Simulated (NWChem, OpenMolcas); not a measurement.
The same job for OpenMolcas

NWChem 7.3.0 runs this on BPH6 (SMILES [BH3-][PH3+]):

bh6p.nw:
```
start bh6p
memory total 2200 mb
charge 0

geometry units angstroms noautosym nocenter noautoz
   B       -0.556100       0.227200      -0.914000
   P        0.433900      -0.181600       0.667700
   H       -1.693400       0.343100      -0.520100
   H       -0.367800      -0.730200      -1.628000
   H       -0.055500       1.254200      -1.309900
   H        0.418800       0.755700       1.718800
   H        1.823100      -0.380300       0.547100
   H        0.089200      -1.345200       1.382600
end

basis spherical bse
   * library def2-SVPD
end

dft
   xc becke88 lyp
   grid fine
   convergence energy 1e-08
   maxiter 100
   mulliken
   print medium
end

task dft gradient
```

```bash
$ nwchem bh6p.nw > bh6p.out
```

The coordinates come from a PBE0-D4/def2-TZVP relaxation.

It gives a total energy of -369.615820 Eh.

Question: Translate the job to OpenMolcas 26.06 as an input file of the program's own.

Answer: One way, which was run:

test.inp:
```
* BH6P Kohn-Sham DFT
&GATEWAY
BasLib=$CurrDir
Coord
8
angstrom
B       -0.556100       0.227200      -0.914000
P        0.433900      -0.181600       0.667700
H       -1.693400       0.343100      -0.520100
H       -0.367800      -0.730200      -1.628000
H       -0.055500       1.254200      -1.309900
H        0.418800       0.755700       1.718800
H        1.823100      -0.380300       0.547100
H        0.089200      -1.345200       1.382600
Basis=def2-SVPD
Group=NoSym
&SEWARD
GridInput
Grid=UltraFine
End of Grid
&SCF
KSDFT=BLYP
Thresholds=1e-10 1e-07 1e-07 1e-05
PrOrbitals=1 2
&ALASKA
```

```bash
$ export MOLCAS_MEM=1860
$ pymolcas test.inp > test.log
```

(Basis files named in the input come from the Basis Set Exchange and aren't shown.)

Its energy is -369.615821 Eh, 0.001 mEh from the first.
